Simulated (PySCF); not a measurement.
# SiH₃+: electronic excitations at several levels of theory, part 2 of 2

PySCF 2.14.0. Atoms count from 0.

### 11 Ultraviolet spectrum: LC-wPBE/def2-SVPD

The job: settings as JSON, then the geometry in Å.

```
{"job": {"kind": "uv", "xc": "LC-wPBE", "basis": "def2-SVPD", "ip": true}, "charge": 1, "multiplicity": 1}
Si     0.025221    -0.021145    -0.019273
H     -0.132442     1.448850    -0.014568
H     -1.166702    -0.893355     0.048026
H      1.377673    -0.615250    -0.090356
```

With the program's defaults for keys left out, this is: TDDFT LC-wPBE/def2-SVPD, vertical, gas phase, core orbitals frozen in the response.

The log of the run:

```text
coarse grid: 3488 points
cycle   1  E = -290.6552095797  dE =  3.000e-02  |g| = 2.723e-01  |ddm| = 1.599e+00
cycle   2  E = -290.6903368370  dE = -3.513e-02  |g| = 6.301e-02  |ddm| = 5.747e-01
cycle   3  E = -290.6914754886  dE = -1.139e-03  |g| = 9.814e-03  |ddm| = 1.473e-01
cycle   4  E = -290.6915258728  dE = -5.038e-05  |g| = 1.522e-03  |ddm| = 4.621e-02
cycle   5  E = -290.6915272497  dE = -1.377e-06  |g| = 1.179e-04  |ddm| = 1.042e-02
final grid: 28048 points
cycle   6  E = -290.7399847093  dE = -4.866e-06  |g| = 8.569e-04  |ddm| = 1.228e-02
cycle   7  E = -290.7399848888  dE = -1.795e-07  |g| = 1.891e-04  |ddm| = 8.914e-04
cycle   8  E = -290.7399849007  dE = -1.188e-08  |g| = 4.330e-05  |ddm| = 4.694e-04
cycle   9  E = -290.7399849025  dE = -1.759e-09  |g| = 4.946e-06  |ddm| = 1.845e-04
cycle  10  E = -290.7399849025  dE = -2.257e-11  |g| = 5.139e-07  |ddm| = 1.971e-05
converged SCF energy = -290.7399849025

Static polarisability (au): isotropic 20.319, principal 16.738 22.096 22.124

Singlet excitations
state   eV       nm        f      main configurations
  1   5.7260    216.5   0.00000   H->L 0.99
  2   5.7373    216.1   0.00000   H-1->L 0.99
  3  10.8380    114.4   0.00023   H->L+3 0.50, H-1->L+2 0.48
  4  10.9423    113.3   0.09952   H->L+1 0.85
  5  10.9608    113.1   0.10227   H-1->L+1 0.84
  6  11.9569    103.7   0.00039   H->L+2 0.50, H-1->L+3 0.48
  7  12.0133    103.2   0.21635   H-2->L 0.95
  8  12.5740     98.6   1.16914   H->L+3 0.34, H-1->L+2 0.33, H->L+4 0.12
  9  12.5753     98.6   1.17208   H-1->L+3 0.34, H->L+2 0.32, H-1->L+4 0.12
 10  13.3142     93.1   0.13657   H->L+4 0.79

Triplet excitations (Tamm-Dancoff, eV): 4.9394 4.9501 8.8683 8.8722
Vertical ionisation energy (delta-SCF) = 20.8862 eV
Vertical electron affinity (delta-SCF) = 8.0500 eV
```

It took 6.6 s on 1 thread of Arm Neoverse V1, shared host; peak memory 0.25 GiB.

This run: HOMO -20.56 eV, LUMO -7.81 eV; lowest singlet 5.73 eV.

### 12 Ultraviolet spectrum: PBE0/6-31G*

The job: settings as JSON, then the geometry in Å.

```
{"job": {"kind": "uv", "xc": "PBE0", "basis": "6-31G*"}, "charge": 1, "multiplicity": 1}
Si     0.025221    -0.021145    -0.019273
H     -0.132442     1.448850    -0.014568
H     -1.166702    -0.893355     0.048026
H      1.377673    -0.615250    -0.090356
```

Level: TDDFT PBE0/6-31G*, vertical, gas phase, core orbitals frozen in the response.

The log of the run:

```text
coarse grid: 3488 points
cycle   1  E = -290.7720582215  dE =  1.084e-01  |g| = 2.112e-01  |ddm| = 1.476e+00
cycle   2  E = -290.7895161719  dE = -1.746e-02  |g| = 9.634e-02  |ddm| = 5.773e-01
cycle   3  E = -290.7932116495  dE = -3.695e-03  |g| = 3.484e-03  |ddm| = 1.700e-01
cycle   4  E = -290.7932154546  dE = -3.805e-06  |g| = 2.001e-04  |ddm| = 4.140e-03
final grid: 28048 points
cycle   5  E = -290.7777576115  dE = -1.037e-06  |g| = 2.957e-04  |ddm| = 2.304e-03
cycle   6  E = -290.7777576480  dE = -3.657e-08  |g| = 1.511e-04  |ddm| = 8.549e-04
cycle   7  E = -290.7777576565  dE = -8.455e-09  |g| = 5.192e-06  |ddm| = 2.375e-04
cycle   8  E = -290.7777576565  dE = -1.165e-11  |g| = 2.821e-07  |ddm| = 6.800e-06
converged SCF energy = -290.7777576565

Static polarisability (au): isotropic 16.814, principal 10.289 20.054 20.098

Singlet excitations
state   eV       nm        f      main configurations
  1   5.6076    221.1   0.00000   H->L 1.00
  2   5.6188    220.7   0.00000   H-1->L 1.00
  3  10.9295    113.4   0.05606   H->L+1 0.80
  4  10.9519    113.2   0.05776   H-1->L+1 0.79, H->L+2 0.08
  5  11.3061    109.7   0.00000   H-1->L+2 0.51, H->L+3 0.49
  6  11.6664    106.3   0.41541   H-2->L 0.99
  7  12.0475    102.9   0.00018   H->L+2 0.49, H-1->L+3 0.49
  8  13.3721     92.7   1.38506   H-1->L+3 0.29, H->L+2 0.28, H-1->L+1 0.19
  9  13.3806     92.7   1.38615   H->L+3 0.29, H-1->L+2 0.28, H->L+1 0.18
 10  14.7003     84.3   0.03389   H->L+4 0.98

Triplet excitations (Tamm-Dancoff, eV): 4.9193 4.9301 8.8613 8.8641
```

Run time: 0.44 s. Hardware: 1 thread of Arm Neoverse V1, shared host; peak memory 0.25 GiB.

This run: HOMO -17.73 eV, LUMO -10.25 eV; lowest singlet 5.61 eV.

### 13 Ultraviolet spectrum: PBE0/def2-SVP

The job: settings as JSON, then the geometry in Å.

```
{"job": {"kind": "uv", "xc": "PBE0", "basis": "def2-SVP"}, "charge": 1, "multiplicity": 1}
Si     0.025221    -0.021145    -0.019273
H     -0.132442     1.448850    -0.014568
H     -1.166702    -0.893355     0.048026
H      1.377673    -0.615250    -0.090356
```

Level: TDDFT PBE0/def2-SVP, vertical, gas phase, core orbitals frozen in the response.

The log of the run:

```text
coarse grid: 3488 points
cycle   1  E = -290.6472694630  dE =  1.067e-01  |g| = 2.218e-01  |ddm| = 1.622e+00
cycle   2  E = -290.6646954261  dE = -1.743e-02  |g| = 1.074e-01  |ddm| = 6.205e-01
cycle   3  E = -290.6688150499  dE = -4.120e-03  |g| = 3.478e-03  |ddm| = 1.900e-01
cycle   4  E = -290.6688183402  dE = -3.290e-06  |g| = 1.713e-04  |ddm| = 4.094e-03
final grid: 28048 points
cycle   5  E = -290.7046270559  dE = -1.042e-06  |g| = 2.493e-04  |ddm| = 4.506e-03
cycle   6  E = -290.7046270747  dE = -1.880e-08  |g| = 1.070e-04  |ddm| = 4.869e-04
cycle   7  E = -290.7046270784  dE = -3.674e-09  |g| = 6.207e-06  |ddm| = 1.965e-04
cycle   8  E = -290.7046270784  dE = -2.530e-11  |g| = 7.465e-07  |ddm| = 1.660e-05
converged SCF energy = -290.7046270784

Static polarisability (au): isotropic 18.933, principal 11.794 22.483 22.521

Singlet excitations
state   eV       nm        f      main configurations
  1   5.5309    224.2   0.00000   H->L 1.00
  2   5.5421    223.7   0.00000   H-1->L 1.00
  3  10.6058    116.9   0.05526   H->L+1 0.81
  4  10.6267    116.7   0.05674   H-1->L+1 0.80
  5  10.9221    113.5   0.00000   H-1->L+2 0.51, H->L+3 0.49
  6  11.4846    108.0   0.33805   H-2->L 0.98
  7  11.5974    106.9   0.00019   H->L+2 0.49, H-1->L+3 0.49
  8  12.7862     97.0   1.47911   H-1->L+3 0.26, H->L+2 0.26, H-1->L+1 0.18
  9  12.7919     96.9   1.47961   H->L+3 0.27, H-1->L+2 0.26, H->L+1 0.17
 10  14.4471     85.8   0.02169   H->L+4 0.98

Triplet excitations (Tamm-Dancoff, eV): 4.8293 4.8401 8.6662 8.6690
```

Run time: 0.52 s. Hardware: 1 thread of Arm Neoverse V1, shared host; peak memory 0.25 GiB.

Key values: HOMO -17.68 eV, LUMO -10.28 eV; lowest singlet 5.53 eV.

### 14 Ultraviolet spectrum: PBE0/def2-TZVP

The job: settings as JSON, then the geometry in Å.

```
{"job": {"kind": "uv", "xc": "PBE0", "basis": "def2-TZVP"}, "charge": 1, "multiplicity": 1}
Si     0.025221    -0.021145    -0.019273
H     -0.132442     1.448850    -0.014568
H     -1.166702    -0.893355     0.048026
H      1.377673    -0.615250    -0.090356
```

Method: TDDFT PBE0/def2-TZVP, vertical, gas phase, core orbitals frozen in the response.

The log of the run:

```text
coarse grid: 3488 points
cycle   1  E = -290.7856196736  dE =  1.057e-01  |g| = 2.432e-01  |ddm| = 1.295e+00
cycle   2  E = -290.8027623895  dE = -1.714e-02  |g| = 1.553e-01  |ddm| = 5.091e-01
cycle   3  E = -290.8074273762  dE = -4.665e-03  |g| = 1.043e-02  |ddm| = 1.562e-01
cycle   4  E = -290.8074519966  dE = -2.462e-05  |g| = 1.476e-03  |ddm| = 1.508e-02
cycle   5  E = -290.8074527501  dE = -7.535e-07  |g| = 9.333e-05  |ddm| = 2.208e-03
final grid: 28048 points
cycle   6  E = -290.8071299611  dE = -2.350e-06  |g| = 1.006e-03  |ddm| = 3.641e-03
cycle   7  E = -290.8071300346  dE = -7.355e-08  |g| = 5.588e-04  |ddm| = 8.618e-04
cycle   8  E = -290.8071300627  dE = -2.811e-08  |g| = 7.772e-06  |ddm| = 3.372e-04
cycle   9  E = -290.8071300628  dE = -2.689e-11  |g| = 1.802e-06  |ddm| = 9.836e-06
converged SCF energy = -290.8071300628

Static polarisability (au): isotropic 19.967, principal 15.416 22.226 22.258

Singlet excitations
state   eV       nm        f      main configurations
  1   5.5608    223.0   0.00000   H->L 1.00
  2   5.5718    222.5   0.00000   H-1->L 1.00
  3  10.3166    120.2   0.06238   H->L+1 0.81
  4  10.3361    120.0   0.06388   H-1->L+1 0.81
  5  10.5986    117.0   0.00000   H-1->L+2 0.51, H->L+3 0.49
  6  11.2120    110.6   0.00014   H->L+2 0.49, H-1->L+3 0.49
  7  11.3164    109.6   0.17393   H-2->L 0.92
  8  12.4126     99.9   1.31460   H-1->L+3 0.26, H->L+2 0.25, H-1->L+1 0.17
  9  12.4169     99.9   1.31464   H->L+3 0.26, H-1->L+2 0.25, H->L+1 0.16
 10  14.1072     87.9   0.00000   H->L+5 0.61, H-1->L+6 0.38

Triplet excitations (Tamm-Dancoff, eV): 4.8262 4.8365 8.5066 8.5091
```

Wall time 0.84 s (1 thread of Arm Neoverse V1, shared host); peak memory 0.25 GiB.

Key values: HOMO -17.66 eV, LUMO -10.22 eV; lowest singlet 5.56 eV.

### 15 Run by run: electronic excitations

Excitations and ground-state properties, with basis size and wall time:

| run | lowest singlet (eV) | brightest (eV) | f | gap (eV) | α (Å³) | functions | time |
| --- | --- | --- | --- | --- | --- | --- | --- |
| HF/def2-SVPD | 6.51 | 13.00 | 1.030 | 14.38 | 2.94 | 48 | 0.52 s |
| LDA/def2-SVPD | 5.01 | 11.74 | 0.795 | 4.75 | 3.18 | 48 | 2.4 s |
| PBE/def2-SVPD | 5.22 | 11.82 | 0.686 | 5.03 | 3.11 | 48 | 3.4 s |
| B3LYP/def2-SVPD | 5.49 | 12.11 | 0.836 | 6.93 | 3.06 | 48 | 3.1 s |
| PBE0/def2-SVPD | 5.55 | 12.23 | 0.974 | 7.41 | 3.06 | 48 | 3.2 s |
| BHandHLYP/def2-SVPD | 5.87 | 12.50 | 1.039 | 9.73 | 3.01 | 48 | 3 s |
| CAM-B3LYP/def2-SVPD | 5.56 | 12.27 | 0.945 | 9.96 | 3.06 | 48 | 6.6 s |
| wB97X-D/def2-SVPD | 5.64 | 12.38 | 1.049 | 11.27 | 3.03 | 48 | 3.8 s |
| LC-wPBE/def2-SVPD | 5.73 | 12.58 | 1.172 | 12.75 | 3.01 | 48 | 6.6 s |
| PBE0/6-31G* | 5.61 | 13.38 | 1.386 | 7.48 | 2.49 | 24 | 0.44 s |
| PBE0/def2-SVP | 5.53 | 12.79 | 1.480 | 7.40 | 2.81 | 33 | 0.52 s |
| PBE0/def2-TZVP | 5.56 | 12.42 | 1.315 | 7.44 | 2.96 | 55 | 0.84 s |

### 16 Summary of results

This closing draws on all 2 parts.

| quantity | value |
| --- | --- |
| point group | D3h |
| rotational constants (main isotopes) | 153.23, 152.59, 76.45 GHz |
| lowest singlet (HF/def2-SVPD) | 6.51 eV (191 nm), f = 0.000 |
| brightest single state of those computed | state 7, 13.00 eV, f = 1.030 |
| lowest triplet | 5.50 eV |
| vertical electron affinity (ΔSCF) | 7.22 eV |
| range of the lowest singlet | 5.01 to 6.51 eV |

What this shows: Single values in the summary come from the first run of each kind that ended normally (HF/def2-SVPD), which need not be the best level. The start was shaken at random, so part of the energy gained undoes that. The optimisation took 5 steps and gained 0.093 eV; among the close pairs (by a distance rule), Si0–H1 changed most, from 1.537 to 1.478 Å. The lowest singlet, at 6.51 eV, is HOMO→LUMO 0.98 and is dark; of the 10 states computed, the strongest absorption comes from states 7 to 8 together at 13.00 eV. The lowest triplet lies 1.00 eV below the lowest singlet (triplets in Tamm-Dancoff, singlets in full TDDFT). The lowest singlet runs from 5.01 eV (LDA/def2-SVPD) to 6.51 eV (HF/def2-SVPD), while the orbital gap spans 4.75 to 14.38 eV. The lowest state need not be the same one in every run. The runs solved for a few states only, so the brightest column depends on that window.
